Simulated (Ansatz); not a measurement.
Rock-salt MgS, treated with PBE-D3(BJ) (plane waves, PAW; Ansatz, a first-principles code).

Run with plane-wave cutoff 520 eV, 12×12×12 k mesh, Fermi–Dirac smearing 0.01 eV, scalar-relativistic PAW data made under PBE.

Response to compression and expansion:

```json
[
 {"V (Å³/atom)": "16.095", "P (GPa)": "5.69", "direct gap at Γ (eV)": "4.471", "smallest gap on the k mesh (eV)": "2.975"},
 {"V (Å³/atom)": "16.438", "P (GPa)": "3.60", "direct gap at Γ (eV)": "4.288", "smallest gap on the k mesh (eV)": "2.933"},
 {"V (Å³/atom)": "16.780", "P (GPa)": "1.71", "direct gap at Γ (eV)": "4.114", "smallest gap on the k mesh (eV)": "2.891"},
 {"V (Å³/atom)": "17.123", "P (GPa)": "0.01", "direct gap at Γ (eV)": "3.947", "smallest gap on the k mesh (eV)": "2.849"},
 {"V (Å³/atom)": "17.465", "P (GPa)": "-1.54", "direct gap at Γ (eV)": "3.787", "smallest gap on the k mesh (eV)": "2.807"},
 {"V (Å³/atom)": "17.808", "P (GPa)": "-2.93", "direct gap at Γ (eV)": "3.635", "smallest gap on the k mesh (eV)": "2.766"},
 {"V (Å³/atom)": "18.150", "P (GPa)": "-4.19", "direct gap at Γ (eV)": "3.489", "smallest gap on the k mesh (eV)": "2.725"}
]
```

The fundamental gap (2.85 eV at the equilibrium volume, with added k points) lies elsewhere than Γ–Γ.
